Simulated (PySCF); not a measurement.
Gas-phase reaction: 2 Al₂H₆ + 3 C₄H₈ (trans-2-butene) → 4 Al(CH₃)₃

Method: PySCF energies plus ideal-gas RRHO corrections (1 bar). † marks an energy on the PBE0/def2-TZVP geometry and frequencies; other levels use their own. 6-31G* has spherical d functions here. All species are closed-shell singlets. B3LYP is the form with VWN-RPA correlation. Al₂H₆: computed as isolated molecules; such fragments, hydroxides, amides, oligomers or adducts are transient or little studied in the gas.

| level | ΔH°(298 K), kJ |
|---|---|
| B3LYP/def2-TZVP† | -409 |
| BLYP/def2-TZVP† | -396 |
| HF/6-31G* | … |
| HF/def2-TZVP† | -337 |
| PBE/def2-SVP | … |
| LDA/def2-TZVP† | … |

Problem. Fill in the missing entries.

Solution. 
- HF/6-31G*, ΔH°(298 K), kJ: -328
- PBE/def2-SVP, ΔH°(298 K), kJ: -373
- LDA/def2-TZVP†, ΔH°(298 K), kJ: -431
